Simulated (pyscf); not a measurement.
Structures and frequencies: ωB97X-D3(BJ)/def2-SVP in PySCF.

### Question
How much does it cost (ΔH, 298 K, ωB97M-D3(BJ)/def2-TZVP) to split O=MoH(=O)–SiH₃ (SMILES [O]=[MoH](=[O])[SiH3]) at its H–Mo bond into [O=Mo(=O)–SiH₃]• + H•?

### Answer
H–Mo to [O=Mo(=O)–SiH₃]• + H•: 70.4 kcal/mol. The 7 functionals that were run give +67.0 (M06-2X) to +71.8 kcal/mol (B3LYP-D3(BJ)). The radicals are drawn with the spin at the cut bond; how far it spreads was not checked. Other isomers of [O=Mo(=O)–SiH₃]• were not searched in full and may lie lower. Open-shell species with a d-block atom are single-reference here; other states, and whether the spin sits on metal or ligand, were not checked. Elements past Kr carry the def2 core potentials, without spin-orbit coupling.
